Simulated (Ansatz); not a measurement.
Geometry optimisation, Ansatz 0.2.0, RKS PBE0/def2-SVP.

The input (input.yaml):

```yaml
crystal:
  periodic: [false, false, false]
  atoms:
    - { symbol: C, position_ang: [-0.5117, 0.0511, -0.4215] }
    - { symbol: C, position_ang: [0.4849, -0.0077, 0.3781] }
    - { symbol: F, position_ang: [1.04248, 1.12672, 0.78229] }
    - { symbol: H, position_ang: [-0.9924, -0.784, -0.792] }
    - { symbol: H, position_ang: [-0.9255, 1.0562, -0.7725] }
    - { symbol: H, position_ang: [0.95579, -0.8986, 0.80957] }
basis:
  gaussian: { orbitals: def2-SVP }
hamiltonian:
  xc: pbe0
relax:
  f_tol: 0.015
  max_steps: 40
```

Command:

```bash
$ ansatz run input.yaml --threads 1 --pin off --max-ram 2048MiB --backend cpu --events-out ev --progress --plain --runs-dir out
```

**Question.** Where does it end, and by what steps?

**Answer.** It converged. After 5 steps the energy has fallen by 0.222 eV; F3 moved furthest, 0.09 Å.

| step | energy less start (eV) | largest force component (eV/Å) | accepted |
| --- | --- | --- | --- |
| 0 | 0.0000 | 2.963 | yes |
| 1 | -0.2004 | 0.699 | yes |
| 2 | -0.2087 | 0.276 | yes |
| 3 | -0.2212 | 0.076 | yes |
| 4 | -0.2218 | 0.029 | yes |
| 5 | -0.2218 | 0.013 | yes |

```xyz
6
Properties=species:S:1:pos:R:3
C -0.540 0.084 -0.444
C 0.491 0.033 0.387
F 1.104 1.120 0.843
H -1.003 -0.843 -0.784
H -0.936 1.039 -0.796
H 0.937 -0.889 0.778
```

Whether the end is a true minimum wasn't checked by a vibrational analysis.

Time of the run: 11 s on 1 thread of Intel(R) Xeon(R) Platinum 8488C (Sapphire Rapids) (shared host), peak memory 0.13 GiB.
